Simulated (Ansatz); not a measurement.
# C3H6ClF: up Jacob's ladder to CCSD(T)

The task here is to estimate one member of a computed series from the others.

Computed with Ansatz 0.2.0, Gaussian basis. Level: functionals in def2-TZVPP, the program's frozen cores in correlated methods.

Plan: PBE-D4, r2SCAN-D4, PBE0-D4, B3LYP-D4, ωB97X-V, ωB97M-V, B2PLYP; CCSD(T)/def2-TZVPP; MP2/def2-QZVPP; extrapolation to the limit.

## Structure used throughout

All runs share one geometry, relaxed beforehand with PBE0-D4 in a triple-zeta def2 set.

SMILES `CC(F)CCl`, 11 atoms, charge 0, spin multiplicity 1.

Atoms are counted from 1 here; the program's logs count them from 0.

Bond lengths: C1–C2 1.504 Å, C1–H6 1.091 Å, C1–H7 1.092 Å, C1–H8 1.091 Å, C2–F3 1.393 Å, C2–C4 1.515 Å, C2–H9 1.095 Å, C4–Cl5 1.777 Å, C4–H10 1.089 Å, C4–H11 1.090 Å. Angles: C2–C1–H6 110.1°, C2–C1–H7 110.3°, C2–C1–H8 110.2°, H6–C1–H7 108.7°, H6–C1–H8 108.7°, H7–C1–H8 108.7°, C1–C2–F3 108.9°, C1–C2–C4 114.5°, C1–C2–H9 111.0°, F3–C2–C4 105.7°, F3–C2–H9 107.0°, C4–C2–H9 109.3°, C2–C4–Cl5 110.9°, C2–C4–H10 110.0°, C2–C4–H11 110.9°, Cl5–C4–H10 107.6°, Cl5–C4–H11 107.9°, H10–C4–H11 109.5°.

The first run:

in.yaml

```yaml
crystal:
  periodic: [false, false, false]
  atoms:
    - {symbol: C, position_ang: [-1.031665, -0.530733, 0.583886]}
    - {symbol: C, position_ang: [0.310595, 0.143100, 0.501203]}
    - {symbol: F, position_ang: [1.255333, -0.650086, 1.147361]}
    - {symbol: C, position_ang: [0.831775, 0.335754, -0.908601]}
    - {symbol: Cl, position_ang: [-0.147870, 1.528202, -1.789282]}
    - {symbol: H, position_ang: [-1.318563, -0.668573, 1.626986]}
    - {symbol: H, position_ang: [-0.995406, -1.508362, 0.097669]}
    - {symbol: H, position_ang: [-1.790533, 0.078132, 0.090647]}
    - {symbol: H, position_ang: [0.297442, 1.108745, 1.017195]}
    - {symbol: H, position_ang: [1.854753, 0.707271, -0.880434]}
    - {symbol: H, position_ang: [0.799539, -0.600350, -1.466031]}
basis:
  gaussian: {orbitals: def2-TZVPP}
hamiltonian: {xc: pbe, dispersion: d4}
output: {forces: true, orbitals: {seedname: orbitals}}
```

Started as:

```sh
ansatz run in.yaml --threads 4 --pin off --events-out ev --progress --plain --max-ram 10444MiB
```

Among the steps run: PBE-D4 (GGA); r2SCAN-D4 (meta-GGA); PBE0-D4 (hybrid); B3LYP-D4 (hybrid); ωB97X-V (range-separated); ωB97M-V (range-separated); B2PLYP (double hybrid); CCSD(T) in def2-TZVPP; MP2 in def2-QZVPP.

One of the session's tables, all rows but one given; the rest of the session is left out.

```
            method  atomisation energy (kJ/mol)
            PBE-D4                       4271.4
         r2SCAN-D4                       4185.6
           PBE0-D4                       4201.1
          B3LYP-D4                       4162.1
           ωB97X-V                       4180.5
           ωB97M-V                       4186.1
            B2PLYP                       4125.6
     HF/def2-TZVPP                       3086.5
    MP2/def2-TZVPP                       4144.9
   CCSD/def2-TZVPP                       4014.0
CCSD(T)/def2-TZVPP                            ?
           MP2/CBS                       4243.9
       CCSD(T)/CBS                       4172.3
```

Estimate the missing values for CCSD(T)/def2-TZVPP.

**Answer.** atomisation energy (kJ/mol): 4073.2. In the column «atomisation energy (kJ/mol)» it lies between CCSD/def2-TZVPP (4014.0) and B2PLYP (4125.6).

Limits of these values: Free atoms (3 C, 1 F, 1 Cl, 6 H) were run apart at each level; the atomisation energy is their sum less the molecule, without zero-point or spin-orbit terms.
